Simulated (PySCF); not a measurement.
# Electric properties by functional and basis

C₄H₉N.
Z-matrix (Å and degrees, PBE0-D3(BJ)/def2-SVP geometry), rows numbered from 1:
```
C 
C   1  1.4911
N   2  1.2645  1  122.70
C   3  1.4400  2  118.67  1  -179.31
C   4  1.5201  3  110.83  2   120.45
H   1  1.1023  2  110.69  3  -122.45
H   1  1.0979  2  110.12  3    -1.28
H   1  1.1026  2  110.54  3   119.59
H   2  1.1133  1  116.32  3   179.95
H   4  1.1114  3  112.21  2    -3.19
H   4  1.1042  3  107.68  2  -120.52
H   5  1.1000  4  110.33  3    53.70
H   5  1.1008  4  110.86  3   -65.58
H   5  1.1003  4  110.98  3   174.13
```

PySCF, dipoles from the SCF density, polarisabilities from static response with core orbitals frozen. One conformer (not necessarily the lowest) at the PBE0-D3(BJ)/def2-SVP geometry, without solvent, vibrations or thermal averaging.

**Question.** Compare the levels for these properties.

**Answer.** 

```tsv
level	μ (D)	α (Å³)	anisotropy (Å³)
LDA/def2-SVPD	1.371	9.72	4.52
PBE/def2-SVPD	1.324	9.56	4.48
B3LYP/def2-SVPD	1.430	9.24	4.20
PBE0/def2-SVPD	1.440	9.13	4.17
BHandHLYP/def2-SVPD	1.547	8.87	3.97
CAM-B3LYP/def2-SVPD	1.510	9.05	3.99
wB97X-D/def2-SVPD	1.505	9.04	3.97
LC-wPBE/def2-SVPD	1.556	8.76	3.79
HF/def2-SVPD	1.688	8.55	3.80
PBE0/6-31G*	1.332	7.65	4.21
PBE0/6-31+G*	1.506	8.61	4.13
PBE0/def2-SVP	1.328	7.97	4.22
PBE0/aug-cc-pVDZ	1.426	9.40	4.23
PBE0/def2-TZVP	1.391	8.92	4.33
PBE0/def2-TZVPD	1.425	9.35	4.23
```

The anisotropy is √(½[(α1 − α2)² + (α2 − α3)² + (α3 − α1)²]). The dipole runs from 1.32 D (PBE/def2-SVPD) to 1.69 D (HF/def2-SVPD). No reference polarisability is at hand; against PBE0 in the largest diffuse basis at hand (def2-TZVPD) the other PBE0 rows deviate by 6-31G* -18%, 6-31+G* -8%, def2-SVP -15%, def2-SVPD -2%, aug-cc-pVDZ 0%, def2-TZVP -5%. In one basis (def2-SVPD) the functionals order the polarisability from HF (lowest) to LDA (highest), a spread of 14%. With PBE0 the polarisability is 8.18 Å³ without diffuse functions (mean of 6-31G*, def2-SVP and def2-TZVP) and 9.12 Å³ with them (mean of 6-31+G*, def2-SVPD, aug-cc-pVDZ and def2-TZVPD).
